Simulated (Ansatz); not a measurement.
Two isomers of C4H7FO: A = `C=CCOCF`, B = `FC1CCCO1`.

Calculated with Ansatz (gas phase, PBE0-D4/def2-TZVP geometries, no zero-point term in ΔE). CBS: MP2 limit from def2 TZ/QZ plus the TZ coupled-cluster correction, frozen cores. Functionals use def2-TZVPP. B3LYP here is the variant with VWN-RPA as its local correlation; programs differ in this. Each species was taken in one conformer, which may not be the lowest.

**Question.** Which is lower in electronic energy at CCSD(T)/CBS, and by how much? (Estimate.)

**Answer.** Computed: B, by 24.4 kcal/mol.

**Question.** Give E(B) − E(A) in kcal/mol with HF/def2-TZVPP, B3LYP-D4, r2SCAN-D4, PBE-D4, CCSD(T)/def2-TZVPP, ωB97M-V, B3LYP. (Estimate.)

**Answer.** Computed: HF/def2-TZVPP -20.4, B3LYP-D4 -21.5, r2SCAN-D4 -25.8, PBE-D4 -25.2, CCSD(T)/def2-TZVPP -24.5, ωB97M-V -25.7, B3LYP -20.2. None reverses the order clearly.

Largest T1 diagnostic: 0.011.

In def2-TZVPP, CCSD(T) changes the Hartree–Fock value by −4.1 kcal/mol (the triples alone add +0.0 kcal/mol) and MP2 by −6.2 kcal/mol. The D4 term adds −1.4 kcal/mol with B3LYP and −0.6 kcal/mol with PBE0; it sums over pairs of atoms, weighted by their polarisabilities, and B3LYP, whose exchange is more repulsive, gets the larger term.
